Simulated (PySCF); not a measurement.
**Assignment exercise: C2H5F**

Atoms are numbered as in `[CH3:1][CH2:2][F:3]`; H(Xn) means a hydrogen on atom n.

Method: coordinates at the GFN2-xTB level, PBE0/pcSseg-1 with gauge-including orbitals, spin–spin couplings from B3LYP/pcJ-1, in PySCF 2.14 (one conformer, in vacuum, averaged over atoms made equivalent by symmetry, fast rotation or ring inversion, no relativistic terms).

References, each an isolated molecule treated in the same way: 13C (σref 186.93) and 1H (σref 31.72) vs TMS.

**Question.** Assign these signals to the numbered atoms. 13C{1H} NMR (computed): δ 82.8 (CH2, d, J = 223.0 Hz), 18.8 (CH3, d, J = 20.3 Hz).

**Answer.** 
82.8 → C2, sp3 CH2 bonded to F: pulled downfield by the heteroatom
18.8 → C1, methyl carbon: a saturated carbon with 1 carbon neighbour and no heteroatom attached

**Question.** Assign these signals to the numbered atoms. 1H NMR (400 MHz, computed): δ 4.81 (dq, J = 52.8, 7.4 Hz, 2H), 1.36 (dt, J = 23.9, 7.4 Hz, 3H).

**Answer.** 
4.81 → H(C2), hydrogen on an sp3 CH2 bonded to F: its carbon carries F, which withdraws density
1.36 → H(C1), hydrogen on a methyl carbon

Common functionals overestimate the size of one-bond C–F couplings by tens of Hz; these are unscaled. Splittings below 1 Hz are ignored in the labels, and close J values are merged. Unscaled 3J(H,H) at this level run about 10 % above measured values. Shifts are as computed. Against solution values, carbons near 30 ppm lie about +3 ppm off and those near 130 ppm about +5 ppm. Of 1211 compounds with measured shifts, 218 miss one by over three times the rms of a fit or turn the order of signals round; such compounds aren't used in these exercises.
